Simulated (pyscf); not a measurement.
6 gas-phase steps of one pattern: hydrogen abstraction on the doublet surface, C–H broken and H–Si formed. Structures and frequencies: ωB97X-D3(BJ)/def2-SVP in PySCF. Electronic energies in kcal/mol, from the separated reactants; ΔE‡ at ωB97M-D3(BJ)/def2-TZVP, beside the barrier at r²SCAN/def2-TZVP on the same structures. Rows were drawn at random from the steps of this pattern with a verified saddle, stable references and no exit in the data more than 5 kcal/mol lower.

```tsv
row	step	ΔE‡(r²SCAN)	ΔE‡
1	H₃C–CH₃ (SMILES CC) + SiH₃• (SMILES [SiH3]) → •H₂C–CH₃ (SMILES [CH2]C) + SiH₄ (SMILES [SiH4])	17.3	20.0
2	H₃C–CH₃ (SMILES CC) + •H₂Si–Cl (SMILES [SiH2]Cl) → •H₂C–CH₃ (SMILES [CH2]C) + H₃Si–Cl (SMILES [SiH3]Cl)	17.1	19.4
3	CH₄ (SMILES C) + H₃C–SiH₂• (SMILES C[SiH2]) → CH₃• (SMILES [CH3]) + H₃C–SiH₃ (SMILES C[SiH3])	21.1	23.2
4	H₃C–Si•(Cl)–Cl (SMILES C[Si](Cl)Cl) + CH₄ (SMILES C) -> H₃C–SiH(Cl)–Cl (SMILES C[SiH](Cl)Cl) + CH₃• (SMILES [CH3])	20.7	?
5	H₂N–SiH•–NH–SiH₂–NH₂ (SMILES N[SiH]N[SiH2]N) + CH₄ (SMILES C) -> H₂N–SiH₂–NH–SiH₂–NH₂ (SMILES N[SiH2]N[SiH2]N) + CH₃• (SMILES [CH3])	22.6	24.6
6	CH₄ (SMILES C) + Cl–SiH•–Cl (SMILES Cl[SiH]Cl) → CH₃• (SMILES [CH3]) + Cl–SiH₂–Cl (SMILES Cl[SiH2]Cl)	20.9	22.7
```

Question: From a straight line through the complete rows, estimate the missing barrier and say how far the line can be trusted.

Answer: Over the 5 complete rows the means are +19.8 (ΔE‡(r²SCAN)) and 22.0 (ΔE‡); least squares gives b = 0.89 and a = 4.4 kcal/mol, with residuals of 0.2 kcal/mol (root mean square; largest 0.3, row 6). For row 4: 4.4 + 0.89 × (+20.7) = 22.8 kcal/mol. The computed barrier is 22.3 kcal/mol, 0.5 under the line. The line follows the complete rows closely. Each barrier is that of the saddle found.
